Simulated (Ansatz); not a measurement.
A calculation with Ansatz (development build ahead of 0.2.0).

```yaml
crystal:
  periodic: [false, false, false]
  atoms:
    - { symbol: "N", position_ang: [0.0, 0.0, 0.0] }
    - { symbol: O, position_ang: [0.0, 0.0, 2.814] }
    - { symbol: H, position_ang: [0.9401, 0.0, -0.4207] }
    - { symbol: H, position_ang: [0.0, 0.8671, 3.2021] }
basis:
  gaussian: { orbitals: pcseg-2 }
total_charge: 1
magnetization:
  initial_magnetization: 2
hamiltonian:
  xc: { name: B3LYP }
```

The input is written out in the form of the current development build from the run's settings.

The run gave:

```
Converged                       : yes
Total energy                    : -130.56439 hartree
Spin squared of the determinant : 2.000
Stability test                  : minimum among restricted orbitals
```

Caution: stretched shape with no unrestricted run beside it, a lower state can exist; charge can spread falsely over distant fragments; other spin multiplicities may lie lower.
